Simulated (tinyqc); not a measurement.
Orbital energy against energy difference: ionisation energy by orbital energies and by energy differences in the cc-pvdz basis, for BH3, spin multiplicity 1. Computed by the program tinyqc with PySCF. 

Geometry (angstrom):
```
atom,x,y,z
B,0.0000,0.0000,0.0440
H,1.1430,0.0000,0.0000
H,-0.5710,0.9900,0.0000
H,-0.5710,-0.9900,0.0000
```

CCSD(T) difference in the same basis = 13.3314 eV

IP-EOM-CCSD = 13.3318 eV

The cation is unrestricted; errors are against CCSD(T) in this basis, not against experiment.

First vertical ionisation energy (eV):
```
method,-e(HOMO),E(cation) - E,error of -e(HOMO),error of the difference
HF,13.710,12.59962,0.378,-0.732
LDA,8.453,13.14497,-4.879,-0.186
PBE,8.463,13.04743,-4.869,-0.284
B3LYP,9.750,13.28798,-3.581,-0.043
PBE0,9.971,13.20837,-3.361,-0.123
CAM-B3LYP,11.483,13.33313,-1.849,1.75e-03
LC-wPBE,12.972,13.39496,-0.359,0.064
```

Koopmans errs by +0.38 eV and Delta-HF by -0.73 eV: relaxation, 1.11 eV, lowers the value and the missing correlation difference works against it. The PBE level is off by -4.9 eV through the wrong tail of its potential, though its energy difference is off by -0.28 eV; exact exchange deepens the level, and among the orbital energies LC-wPBE comes closest; among the differences CAM-B3LYP does.
